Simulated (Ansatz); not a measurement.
Level of theory: frozen-core CCSD(T)/cc-pVTZ // r2SCAN-D4/def2-TZVP run with Ansatz (a first-principles code).

Ansatz 0.2 input:
```yaml
crystal:
  periodic: [false, false, false]
  atoms:
    - { symbol: F, position_ang: [1.199282, -0.537784, 0.000663] }
    - { symbol: B, position_ang: [-0.000003, -0.000001, -0.000039] }
    - { symbol: F, position_ang: [-1.065385, -0.769717, -0.000537] }
    - { symbol: F, position_ang: [-0.133894, 1.307502, -0.000086] }
basis:
  gaussian: { orbitals: cc-pVTZ }
correlation:
  method: ccsd_t
```

Output:

```
Functional definition: HF
760 factors; integrals over basis functions are off by at most 1.3e-3 eV
mean field evaluation 1: about -8795.9873 eV, gradient 3.8e1 eV
mean field evaluation 2: about -8795.9894 eV, gradient 3.8e1 eV
mean field evaluation 4: about -8798.1258 eV, gradient 1.8e0 eV
mean field evaluation 8: about -8798.1350 eV, gradient 2.1e-5 eV
mean field evaluation 16: about -8798.1347 eV, gradient 3.5e-1 eV
mean field -8798.13504402 eV, -323.3254992774 hartree, gradient 2.0e-6 eV, S^2 0.000000; 0 other end points of the search recorded, 0 dependent functions left out
4 core orbitals not correlated
reference -8798.13504402 eV, -323.3254992774 hartree; 12, 12 occupied and 104, 104 virtual orbitals, 760 factors
second order -22.88460026 eV of doubles, -0.00000000 eV of singles
cycle   1  -22.41102792 eV  change    4.7e-1 eV  update   8.7e-2
cycle   2  -22.81606306 eV  change   -4.1e-1 eV  update   2.3e-2
cycle   3  -22.90472452 eV  change   -8.9e-2 eV  update   1.1e-2
cycle   4  -22.88501909 eV  change    2.0e-2 eV  update   2.3e-3
cycle   5  -22.88353456 eV  change    1.5e-3 eV  update   8.6e-4
cycle   6  -22.88412217 eV  change   -5.9e-4 eV  update   1.9e-4
cycle   7  -22.88393202 eV  change    1.9e-4 eV  update   5.7e-5
cycle   8  -22.88391382 eV  change    1.8e-5 eV  update   1.1e-5
perturbative correction -0.66628886 eV, -0.0244856641 hartree
Total energy: -8821.68524670 eV, -324.1909532631 hartree
```

Cost: about 10 core-seconds (a rough figure).
